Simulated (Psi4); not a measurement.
# One shape, several levels: SiN2H4 (SMILES N[Si]N)

Aim: a comparison of 4 runs (HF/def2-SVP, B3LYP/6-31G*, SVWN5/6-31G*, tau-HCTHh/jun-cc-pV(D+d)Z) of SiN2H4. 

The calculation is run with Psi4 1.11.

2 further runs of the same task are left out: 2 set aside as unsound or not needed.

**1. The system as given**

The species is SiN2H4 (7 atoms), meant as a singlet with charge 0. SMILES: `N[Si]N`. The shape is that of a GFN2-xTB optimisation. This is one conformer, not always the lowest.

Bond lengths: Si1–N2 1.717 Å, Si1–N5 1.717 Å, N2–H3 1.004 Å, N2–H4 1.012 Å, N5–H6 1.005 Å, N5–H7 1.012 Å. Angles: N2–Si1–N5 98.7°, Si1–N2–H3 122.8°, Si1–N2–H4 125.0°, Si1–N5–H6 122.9°, Si1–N5–H7 125.1°, H3–N2–H4 112.1°, H6–N5–H7 112.0°.

**2. A single-point energy at HF/def2-SVP (run 1)**

run.py

```python
import psi4

psi4.set_memory(1600000000)
psi4.set_num_threads(1)
psi4.core.set_output_file('output.dat', False)

m = psi4.geometry("""
0 1
Si
N 1 1.717341
H 2 1.004338 1 122.84033
H 2 1.011598 3 112.14543 1 178.81694
N 1 1.717235 2 98.7365 3 179.17933
H 5 1.004701 1 122.86504 2 179.10191
H 5 1.011827 6 112.02933 1 178.82084
symmetry c1
""")

options = {'puream': True, 'e_convergence': 1e-09, 'd_convergence': 1e-08, 'scf_type': 'pk'}
psi4.set_options(options)

result, w = psi4.energy('scf/def2-SVP', return_wfn=True)
psi4.oeprop(w, 'MULLIKEN_CHARGES', 'MAYER_INDICES', 'QUADRUPOLE', title='SCF')
print(f'total energy {result:.8f} hartree = {result * 27.211386:.5f} eV')
for k, v in sorted(psi4.core.scalar_variables().items()):
    print(f'{k:45s} {v:18.10f}')
```

The run is started by

```bash
$ python run.py
```

output.dat:

```text
[...]
  Running in c1 symmetry.
[...]
  Nuclear repulsion =  103.309376119874358
[...]
  Multiplicity = 1
[...]
  Nalpha       = 16
  Nbeta        = 16
[...]
    Number of basis functions: 66
[...]
   @RHF iter   1:  -399.87823404667984   -6.92060e-01   7.97976e-03 ADIIS/DIIS
[...]
   @RHF iter  11:  -400.01399790964825   -1.25056e-12   3.22564e-09 DIIS
[...]
    Orbital Energies [Eh]
    ---------------------
    Doubly Occupied:
       1A    -68.743919     2A    -15.534974     3A    -15.534899
       4A     -6.111015     5A     -4.218630     6A     -4.218481
       7A     -4.217080     8A     -1.131917     9A     -1.094955
      10A     -0.692484    11A     -0.668212    12A     -0.638503
      13A     -0.558536    14A     -0.446205    15A     -0.388994
      16A     -0.318761
[...]
  @RHF Final Energy:  -400.01399790964825
   => Energetics <=
    Nuclear Repulsion Energy =            103.3093761198743579
    One-Electron Energy =                -757.6116197919659498
    Two-Electron Energy =                 254.2882457624432959
    Total Energy =                       -400.0139979096482534
[...]
 Multipole Moments:
 ------------------------------------------------------------------------------------
     Multipole            Electronic (a.u.)      Nuclear  (a.u.)        Total (a.u.)
 ------------------------------------------------------------------------------------
 L = 1.  Multiply by 2.5417464519 to convert [e a0] to [Debye]
 Dipole X            :          0.0245756           -0.0348102           -0.0102345
 Dipole Y            :         -1.7302080            2.4295003            0.6992924
 Dipole Z            :         -1.4833898            2.0826275            0.5992378
 Magnitude           :                                                    0.9209780
 L = 2.  Multiply by 1.3450342976 to convert [e a0^2] to [Debye ang]
 Quadrupole XX       :        -20.2055462            0.0138426          -20.1917036
 Quadrupole XY       :          1.0572067           -1.0304721            0.0267347
[...]
  Mulliken Charges: (a.u.)
   Center  Symbol    Alpha    Beta     Spin     Total
       1    SI     6.74693  6.74693  0.00000  0.50614
       2     N     3.76973  3.76973  0.00000 -0.53947
       3     H     0.42435  0.42435  0.00000  0.15130
       4     H     0.43242  0.43242  0.00000  0.13517
       5     N     3.76982  3.76982  0.00000 -0.53965
       6     H     0.42433  0.42433  0.00000  0.15135
       7     H     0.43242  0.43242  0.00000  0.13515
   Total alpha = 16.00000, Total beta = 16.00000, Total charge =  0.00000
  Mayer Bond Indices:
[...]
```

Standard output:

```text
total energy -400.01399791 hartree = -10884.93530 eV
CURRENT ENERGY                                   -400.0139979096
CURRENT REFERENCE ENERGY                         -400.0139979096
DD SOLVATION ENERGY                                 0.0000000000
HF KINETIC ENERGY                                 399.4089117989
HF POTENTIAL ENERGY                              -799.4229097086
HF TOTAL ENERGY                                  -400.0139979096
HF VIRIAL RATIO                                     2.0015149540
NUCLEAR REPULSION ENERGY                          103.3093761199
ONE-ELECTRON ENERGY                              -757.6116197920
PCM POLARIZATION ENERGY                             0.0000000000
PE ENERGY                                           0.0000000000
SCF ITERATION ENERGY                             -400.0139979096
SCF ITERATIONS                                     11.0000000000
SCF TOTAL ENERGY                                 -400.0139979096
TWO-ELECTRON ENERGY                               254.2882457624
```

Run time: 1.6 s. Hardware: 1 thread of INTEL XEON PLATINUM 8581C at 2.30GHz (Emerald Rapids), shared host; peak memory 0.21 GiB.

**3. Energy and forces at B3LYP/6-31G(d) (spherical functions) (run 2)**

h4n2si.xyz

```xyz
7
H4N2Si
Si     0.009630     0.880650    -0.762080
N      1.303790     0.016250    -0.035980
H      2.268610     0.210470    -0.236220
H      1.196400    -0.748430     0.617520
N     -1.302450     0.053850    -0.024690
H     -2.263120     0.292130    -0.197200
H     -1.212860    -0.704930     0.638650
```

calc.py

```python
import psi4

psi4.set_memory(1600000000)
psi4.set_num_threads(1)
psi4.core.set_output_file('h4n2si.out', False)

with open('h4n2si.xyz') as f:
    atoms = ''.join(f.readlines()[2:])
mol = psi4.geometry('0 1\n' + atoms + 'symmetry c1')

options = {'basis': '6-31G*', 'puream': True, 'e_convergence': 1e-09, 'd_convergence': 1e-08, 'scf_type': 'pk', 'dft_radial_points': 99, 'dft_spherical_points': 590}
psi4.set_options(options)

result, w = psi4.gradient('b3lyp', return_wfn=True)
psi4.oeprop(w, 'WIBERG_LOWDIN_INDICES', 'QUADRUPOLE', 'MAYER_INDICES')
print('gradient / Eh bohr^-1')
print(result.np.round(6))
print(f'energy = {w.energy():.10f} Eh')
```

The run is started by

```bash
$ python calc.py
```

h4n2si.out, shortened:

```text
[...]
  Running in c1 symmetry.
[...]
  Nuclear repulsion =  103.309387026185647
[...]
  Multiplicity = 1
[...]
  Nalpha       = 16
  Nbeta        = 16
[...]
    Number of basis functions: 54
[...]
   @RKS iter   1:  -400.96268321385782   -8.30584e-02   1.88845e-02 DIIS/ADIIS
[...]
   @RKS iter  11:  -401.42285267296921   -4.54747e-13   3.62369e-10 DIIS
[...]
  @RKS Final Energy:  -401.42285267296921
   => Energetics <=
    Nuclear Repulsion Energy =            103.3093870261856466
    One-Electron Energy =                -758.2104435857149838
    Two-Electron Energy =                 282.7860086536600761
    DFT Exchange-Correlation Energy =     -29.3078047670998991
    Empirical Dispersion Energy =           0.0000000000000000
    VV10 Nonlocal Energy =                  0.0000000000000000
    Total Energy =                       -401.4228526729692135
[...]
  -Total Gradient:
     Atom            X                  Y                   Z
    ------   -----------------  -----------------  -----------------
       1       -0.000149110089    -0.010681958911     0.009209374803
       2       -0.000061042329     0.004306505406    -0.003558435853
       3       -0.005968284202    -0.001820808015     0.001671381773
       4       -0.001919038347     0.003011820459    -0.002618535588
       5        0.000676123149     0.004325858273    -0.003899137429
       6        0.005597011643    -0.002009298783     0.001679903833
       7        0.001824177155     0.002855918908    -0.002474185965
[...]
 Multipole Moments:
 ------------------------------------------------------------------------------------
     Multipole            Electronic (a.u.)      Nuclear  (a.u.)        Total (a.u.)
 ------------------------------------------------------------------------------------
 L = 1.  Multiply by 2.5417464519 to convert [e a0] to [Debye]
 Dipole X            :          0.0187963           -0.0274675           -0.0086712
 Dipole Y            :          1.6584323           -2.4197960           -0.7613637
 Dipole Z            :         -1.4353832            2.0940035            0.6586203
 Magnitude           :                                                    1.0067426
 L = 2.  Multiply by 1.3450342976 to convert [e a0^2] to [Debye ang]
 Quadrupole XX       :       -146.0204507          131.9335850          -14.0868656
 Quadrupole XY       :          1.6283671           -1.7742789           -0.1459118
[...]
```

The script printed:

```text
gradient / Eh bohr^-1
[[-1.4900e-04 -1.0682e-02  9.2090e-03]
 [-6.1000e-05  4.3070e-03 -3.5580e-03]
 [-5.9680e-03 -1.8210e-03  1.6710e-03]
 [-1.9190e-03  3.0120e-03 -2.6190e-03]
 [ 6.7600e-04  4.3260e-03 -3.8990e-03]
 [ 5.5970e-03 -2.0090e-03  1.6800e-03]
 [ 1.8240e-03  2.8560e-03 -2.4740e-03]]
energy = -401.4228526730 Eh
```

Wall time 9.3 s (1 thread of INTEL XEON PLATINUM 8581C at 2.30GHz (Emerald Rapids), shared host); peak memory 0.78 GiB.

**4. The energy at SVWN5/6-31G(d) (spherical functions) (run 3)**

job.dat

```
memory 1600 mb

molecule m {
  0 1
  Si
  N 1 R2
  H 2 R3 1 A3
  H 2 R4 3 A4 1 D4
  N 1 R5 2 A5 3 D5
  H 5 R6 1 A6 2 D6
  H 5 R7 6 A7 1 D7

  R2 = 1.717341
  R3 = 1.004338
  A3 = 122.84033
  R4 = 1.011598
  A4 = 112.14543
  D4 = 178.81694
  R5 = 1.717235
  A5 = 98.7365
  D5 = 179.17933
  R6 = 1.004701
  A6 = 122.86504
  D6 = 179.10191
  R7 = 1.011827
  A7 = 112.02933
  D7 = 178.82084
  symmetry c1
  no_reorient
  no_com
}

set basis 6-31G*
set reference rks
set puream true
set e_convergence 1e-09
set d_convergence 1e-08
set scf_type pk
set dft_radial_points 99
set dft_spherical_points 590

e_tot, wfn = energy("scf", dft_functional={"name": "SVWN5", "x_functionals": {"LDA_X": {}}, "c_functionals": {"LDA_C_VWN": {}}}, return_wfn=True)
oeprop(wfn, "QUADRUPOLE", "DIPOLE", "MULLIKEN_CHARGES", title="SCF")
```

The run is started by

```bash
$ psi4 -i job.dat -o job.out -n 1
```

job.out:

```text
[...]
  Running in c1 symmetry.
[...]
  Nuclear repulsion =  103.309376119874358
[...]
  Multiplicity = 1
[...]
  Nalpha       = 16
  Nbeta        = 16
[...]
    Number of basis functions: 54
[...]
   @RKS iter   1:  -398.71999973774177    1.80834e-01   2.17047e-02 ADIIS/DIIS
[...]
   @RKS iter  12:  -399.32931184416037   -2.27374e-13   1.19254e-09 DIIS
[...]
    Orbital Energies [Eh]
    ---------------------
    Doubly Occupied:
       1A    -65.088624     2A    -13.838298     3A    -13.838232
       4A     -4.995536     5A     -3.439435     6A     -3.437326
       7A     -3.433002     8A     -0.773773     9A     -0.747181
      10A     -0.465809    11A     -0.453208    12A     -0.429455
      13A     -0.354545    14A     -0.257165    15A     -0.206203
      16A     -0.185931
[...]
  @RKS Final Energy:  -399.32931184416037
   => Energetics <=
    Nuclear Repulsion Energy =            103.3093761198743579
    One-Electron Energy =                -758.1240131150894968
    Two-Electron Energy =                 289.6552404981239306
    DFT Exchange-Correlation Energy =     -34.1699153470691996
    Empirical Dispersion Energy =           0.0000000000000000
    VV10 Nonlocal Energy =                  0.0000000000000000
    Total Energy =                       -399.3293118441603724
[...]
 Multipole Moments:
 ------------------------------------------------------------------------------------
     Multipole            Electronic (a.u.)      Nuclear  (a.u.)        Total (a.u.)
 ------------------------------------------------------------------------------------
 L = 1.  Multiply by 2.5417464519 to convert [e a0] to [Debye]
 Dipole X            :          0.0226098           -0.0348102           -0.0122003
 Dipole Y            :         -1.5899491            2.4295003            0.8395513
 Dipole Z            :         -1.3629898            2.0826275            0.7196377
 Magnitude           :                                                    1.1058362
 L = 2.  Multiply by 1.3450342976 to convert [e a0^2] to [Debye ang]
 Quadrupole XX       :        -20.8520415            0.0138426          -20.8381988
 Quadrupole XY       :          1.0352469           -1.0304721            0.0047748
[...]
  Mulliken Charges: (a.u.)
   Center  Symbol    Alpha    Beta     Spin     Total
       1    SI     6.84371  6.84371  0.00000  0.31258
       2     N     3.91460  3.91460  0.00000 -0.82920
       3     H     0.32453  0.32453  0.00000  0.35093
       4     H     0.33898  0.33898  0.00000  0.32203
       5     N     3.91457  3.91457  0.00000 -0.82913
       6     H     0.32457  0.32457  0.00000  0.35086
       7     H     0.33903  0.33903  0.00000  0.32194
   Total alpha = 16.00000, Total beta = 16.00000, Total charge =  0.00000
    Psi4 run time: 0:00:04.22
```

It took 5.1 s on 1 thread of INTEL XEON PLATINUM 8581C at 2.30GHz (Emerald Rapids), shared host; peak memory 0.38 GiB.

**5. A single-point energy at tau-HCTHh/jun-cc-pV(D+d)Z (density fitting) (run 4)**

h4n2si.py

```python
import psi4

psi4.set_memory(1600000000)
psi4.set_num_threads(1)
psi4.set_output_file('psi4.out', False)

molecule = psi4.geometry("""
Si     0.009630     0.880650    -0.762080
N      1.303790     0.016250    -0.035980
H      2.268610     0.210470    -0.236220
H      1.196400    -0.748430     0.617520
N     -1.302450     0.053850    -0.024690
H     -2.263120     0.292130    -0.197200
H     -1.212860    -0.704930     0.638650
no_reorient
no_com
""")

psi4.set_options({
    'basis': 'jun-cc-pV(D+d)Z',
    'scf_type': 'dfdirj+cosx',
})

E, wfn = psi4.energy('T-HCTHH', molecule=molecule, return_wfn=True)
print(f'total energy {E:.8f} hartree = {E * 27.211386:.5f} eV')
for k, v in sorted(psi4.core.scalar_variables().items()):
    print(f'{k:45s} {v:18.10f}')
```

The run is started by

```bash
$ python h4n2si.py
```

psi4.out:

```text
[...]
  Running in c1 symmetry.
[...]
  Nuclear repulsion =  103.309387026185647
[...]
  Multiplicity = 1
[...]
  Nalpha       = 16
  Nbeta        = 16
[...]
    Number of basis functions: 83
[...]
   @RKS iter   1:  -400.82434585039141    7.64915e-03   1.37819e-02 ADIIS/DIIS
[...]
   @RKS iter  10:  -401.40393300796882    1.40799e-04   2.59306e-05 DIIS
[...]
    Orbital Energies [Eh]
    ---------------------
    Doubly Occupied:
       1A    -65.917012     2A    -14.230264     3A    -14.230202
       4A     -5.228235     5A     -3.604107     6A     -3.602149
       7A     -3.598187     8A     -0.853017     9A     -0.825187
      10A     -0.515729    11A     -0.499841    12A     -0.475361
      13A     -0.403280    14A     -0.302449    15A     -0.252868
      16A     -0.224760
[...]
  @RKS Final Energy:  -401.40393300796882
   => Energetics <=
    Nuclear Repulsion Energy =            103.3093870261856466
    One-Electron Energy =                -757.9527565518048959
    Two-Electron Energy =                 284.2068685760819449
    DFT Exchange-Correlation Energy =     -30.9674320584314806
    Empirical Dispersion Energy =           0.0000000000000000
    VV10 Nonlocal Energy =                  0.0000000000000000
    Total Energy =                       -401.4039330079688170
[...]
 Multipole Moments:
 ------------------------------------------------------------------------------------
     Multipole            Electronic (a.u.)      Nuclear  (a.u.)        Total (a.u.)
 ------------------------------------------------------------------------------------
 L = 1.  Multiply by 2.5417464519 to convert [e a0] to [Debye]
 Dipole X            :         -0.2594112            0.2517682           -0.0076430
 Dipole Y            :        -23.0941710           22.4292350           -0.6649360
 Dipole Z            :         19.9847374          -19.4094904            0.5752469
 Magnitude           :                                                    0.8792652
[...]
```

Standard output:

```text
total energy -401.40393301 hartree = -10922.75736 eV
CURRENT ENERGY                                   -401.4039330080
CURRENT REFERENCE ENERGY                         -401.4039330080
DD SOLVATION ENERGY                                 0.0000000000
DFT FUNCTIONAL TOTAL ENERGY                      -401.4039330080
DFT TOTAL ENERGY                                 -401.4039330080
DFT VV10 ENERGY                                     0.0000000000
DFT XC ENERGY                                     -30.9674320584
GRID ELECTRONS ALPHA                               15.9999968785
GRID ELECTRONS BETA                                15.9999968785
GRID ELECTRONS TOTAL                               31.9999937571
NUCLEAR REPULSION ENERGY                          103.3093870262
ONE-ELECTRON ENERGY                              -757.9527565518
PCM POLARIZATION ENERGY                             0.0000000000
PE ENERGY                                           0.0000000000
SCF ITERATION ENERGY                             -401.4039330080
SCF ITERATIONS                                     10.0000000000
SCF TOTAL ENERGY                                 -401.4039330080
TWO-ELECTRON ENERGY                               284.2068685761
XC GRID RADIAL POINTS                              75.0000000000
XC GRID SPHERICAL POINTS                          302.0000000000
XC GRID TOTAL POINTS                           153021.0000000000
```

Run time: 37 s. Hardware: 1 thread of INTEL XEON PLATINUM 8581C at 2.30GHz (Emerald Rapids), shared host; peak memory 1.1 GiB.

**6. Overview of the runs**

| run | level | task | integration grid | energy (Eh) | dipole moment (D) | HOMO energy (eV) | LUMO energy (eV) | wall time |
| --- | --- | --- | --- | --- | --- | --- | --- | --- |
| 1 | HF/def2-SVP | energy | – | -400.013998 | 2.34 | -8.67 | 3.29 | 1.6 s |
| 2 | B3LYP/6-31G* (spherical functions) | gradient | 99 radial × 590 angular | -401.422853 | 2.56 | -5.95 | -0.10 | 9.3 s |
| 3 | SVWN5/6-31G* (spherical functions) | energy | 99 radial × 590 angular | -399.329312 | 2.81 | -5.06 | -0.83 | 5.1 s |
| 4 | tau-HCTHh/jun-cc-pV(D+d)Z (density fitting) | energy | 75 radial × 302 angular | -401.403933 | 2.23 | -6.12 | -0.81 | 37 s |

**7. Results**

```
            quantity          value
 run 4: total energy  -401.40393 Eh
run 4: dipole moment         2.23 D
  run 4: HOMO energy       -6.12 eV
  run 4: LUMO energy       -0.81 eV
run 4: HOMO–LUMO gap        5.30 eV
```

In words: The dipole moment (its size) runs from 2.23 D (tau-HCTHh/jun-cc-pV(D+d)Z) to 2.81 D (SVWN5/6-31G*). The two ends differ in method and basis. The HOMO–LUMO gap runs from 4.23 eV (SVWN5/6-31G*) to 11.96 eV (HF/def2-SVP). Totals of different functionals can't be ranked against each other. All runs together took 53 s, the longest 37 s.
